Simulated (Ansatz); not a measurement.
**CHBSi+ (quartet): the correlation ladder, cc-pVDZ**

Aim: climb from Hartree-Fock through coupled cluster for CHBSi+ (quartet) at one geometry and basis, and see what each rung misses.

The runs use Ansatz 0.2.0, Gaussian basis; cc-pVDZ, core rule «outside noble gas», up to 7 orbitals frozen.

Plan: UHF; CCSD(T) on ROHF; CCSD(T) on UHF; BCCD(T) on ROHF; CISD; CCSDT(Q) on ROHF; CCSDT(Q) on UHF.

18 further runs of the same task are left out: 5 that didn't finish, 13 set aside as unsound or not needed.

**1. What is computed**

The geometry is a PBE0/def2-TZVP stationary point (not a proven minimum) of the parent state, kept for this charge and spin.

4 atoms, charge 1, spin multiplicity 4.

Atoms are counted from 1 here; the program's logs count them from 0.

Bond lengths: B1–Si2 2.104 Å, B1–C3 1.413 Å, Si2–C3 1.748 Å, Si2–H4 1.507 Å. Angles: Si2–B1–C3 55.5°, B1–Si2–C3 41.8°, B1–Si2–H4 159.6°, C3–Si2–H4 117.8°, B1–C3–Si2 82.7°.

As a file:

```xyz
4
CHBSi
B     0.00000   -0.54212    1.31164
Si    0.00000   -0.13746   -0.75272
C     0.00000    0.75487    0.75049
H     0.00000    0.64988   -2.03742
```

**2. UHF**

Input file in.yaml:

```yaml
crystal:
  periodic: [false, false, false]
  atoms:
    - {symbol: B, position_ang: [0.000000, -0.542119, 1.311636]}
    - {symbol: Si, position_ang: [0.000000, -0.137461, -0.752718]}
    - {symbol: C, position_ang: [0.000000, 0.754866, 0.750494]}
    - {symbol: H, position_ang: [0.000000, 0.649881, -2.037416]}
basis:
  gaussian: {orbitals: cc-pVDZ}
total_charge: 1
magnetization: {spin_polarized: true, initial_magnetization: 3}
hamiltonian: {xc: hf}
output: {orbitals: {seedname: orbitals}}
```

Started as:

```sh
$ ansatz run in.yaml --threads 1 --pin off --events-out ev --progress --plain --max-ram 2393MiB
```

After this run come: CCSD(T) on ROHF; CCSD(T) on UHF; BCCD(T) on ROHF; CISD; CCSDT(Q) on ROHF; CCSDT(Q) on UHF.

Q: Predict the results of all the runs planned. Wanted: UCCSDT(Q) from the RHF energy; RMP2 from UCCSDT(Q); UMP2 from UCCSDT(Q); RCCSD from UCCSDT(Q); RCCSD(T) from UCCSDT(Q); UCCSD(T) from UCCSDT(Q); RCCSDT(Q) from UCCSDT(Q); T1 diagnostic.

The runs gave:

| quantity | value |
| --- | --- |
| UCCSDT(Q) from the ROHF energy | -7.2472 eV |
| RMP2 from UCCSDT(Q) | +123.0 kJ/mol |
| UMP2 from UCCSDT(Q) | +145.5 kJ/mol |
| RCCSD from UCCSDT(Q) | +39.0 kJ/mol |
| RCCSD(T) from UCCSDT(Q) | +7.5 kJ/mol |
| UCCSD(T) from UCCSDT(Q) | +8.1 kJ/mol |
| RCCSDT(Q) from UCCSDT(Q) | +0.3 kJ/mol |
| levels within 1 kcal/mol (43 meV) | RCCSDT, UCCSDT, RCCSDT(Q) |
| T1 diagnostic | 0.033 |

RCCSD(T) misses by +7.5 kJ/mol, 1.1 % of the correlation energy. These misses are within one basis, not against nature; the frozen cores of restricted and unrestricted runs differ, which can shift their rows.

With open shells the CI space here admits some triples and quadruples, so it is larger than plain CISD.
